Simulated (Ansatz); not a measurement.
Start from `FCS` and change one element to get `OCF`.

Ansatz, PBE0-D4/def2-TZVP geometries, multiplicity 1. Each molecule was computed in one conformer, which needn't be the lowest.

```tsv
property	`FCS`
LUMO energy (PBE0/def2-TZVPP) / eV	0.22
zero-point energy (PBE0-D4/def2-TZVP) / kJ/mol	104.0
HOMO–LUMO gap (ωB97M-V/def2-TZVPP) / eV	11.86
HOMO–LUMO gap (PBE0/def2-TZVPP) / eV	7.80
size of the dipole moment (B3LYP/def2-TZVPP) / D	1.59
LUMO energy (B3LYP/def2-TZVPP) / eV	-0.09
```

(1) What does the change do to each property? (Estimate.)

Answers

(1) The calculation gave: 
| property | `OCF` | shift |
| --- | --- | --- |
| LUMO energy (PBE0/def2-TZVPP) / eV | 0.99 | 0.77 |
| zero-point energy (PBE0-D4/def2-TZVP) / kJ/mol | 118.9 | 14.9 |
| HOMO–LUMO gap (ωB97M-V/def2-TZVPP) / eV | 14.02 | 2.16 |
| HOMO–LUMO gap (PBE0/def2-TZVPP) / eV | 10.11 | 2.31 |
| size of the dipole moment (B3LYP/def2-TZVPP) / D | 1.82 | 0.23 |
| LUMO energy (B3LYP/def2-TZVPP) / eV | 0.56 | 0.65 |

With PBE0 the HOMO falls by 1.55 eV and the LUMO rises by 0.77 eV, so the gap widens by about 2.32 eV. PBE moves the HOMO by -1.08 eV and ωB97M-V by -1.76 eV. Dipoles are sizes alone; their direction can turn.

B3LYP here is the variant with VWN-RPA as its local correlation; programs differ in this.
